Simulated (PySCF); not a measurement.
Two species compared at the same levels of theory.

First species: methyl isopropyl ketone, C₅H₁₀O.
Geometry (PBE0-D3(BJ)/def2-SVP, Å), atoms numbered from 1 in this order:
```
atom  x, y, z in Å
C1     2.115    0.330   -0.049
C2     0.918   -0.556    0.200
O3     1.023   -1.596    0.806
C4    -0.427   -0.082   -0.345
C5    -1.463   -1.191   -0.279
C6    -0.892    1.173    0.400
H7     2.242    0.515   -1.127
H8     1.982    1.312    0.431
H9     3.014   -0.152    0.355
H10   -0.256    0.200   -1.401
H11   -1.661   -1.475    0.765
H12   -2.410   -0.866   -0.737
H13   -1.116   -2.096   -0.798
H14   -1.864    1.510    0.008
H15   -0.187    2.011    0.297
H16   -1.020    0.963    1.474
```

Second species: C₃H₈S₂.
SMILES: `CCSSC`

Levels: PBE0/pcSseg-1 for dipole moment, HOMO energy, LUMO energy and HOMO–LUMO gap; PBE0-D3(BJ)/def2-SVP for rotational constant A and rotational constant C. Geometries: PBE0-D3(BJ)/def2-SVP. Each structure is a single optimised conformer of the isolated species, non-relativistic unless stated. Electronic properties by PySCF.

The conformers computed, where there is a choice (atom-mapped SMILES and torsion angles):
- `[CH3:1][C:2](=[O:3])[CH:4]([CH3:5])[CH3:6]`: C1–C2–C4–C5 168°
- `[CH3:1][CH2:2][S:3][S:4][CH3:5]`: C1–C2–S3–S4 -64°, C2–S3–S4–C5 -86°

```csv
property,column X,column Y
dipole moment,2.88 D,2.25 D
HOMO energy,-7.12 eV,-6.79 eV
LUMO energy,-0.33 eV,-0.28 eV
HOMO–LUMO gap,6.79 eV,6.51 eV
rotational constant A,4.727 GHz,5.046 GHz
rotational constant C,2.140 GHz,1.730 GHz
```

Problem. Which column belongs to which species?

Solution. Column X is the first species and column Y the second. The first has 16 atoms and 48 electrons, the second 13 and 58.

Problem. How does each property change from the first species to the second?

Solution. dipole moment -0.63 D; HOMO energy +0.33 eV; LUMO energy +0.05 eV; HOMO–LUMO gap -0.28 eV; rotational constant A +0.319 GHz; rotational constant C -0.410 GHz.

On the first: In atomic units the dipole is 1.13 e·bohr (1 au = 2.5417 D). A dipole of 2.88 D is allowed in C1, and pure rotational transitions are dipole-allowed.

On the second: The dipole equals about 7.5 × 10⁻³⁰ C·m (1 D = 3.33564 × 10⁻³⁰ C·m). A dipole of 2.25 D is allowed in C1, and pure rotational transitions are dipole-allowed.
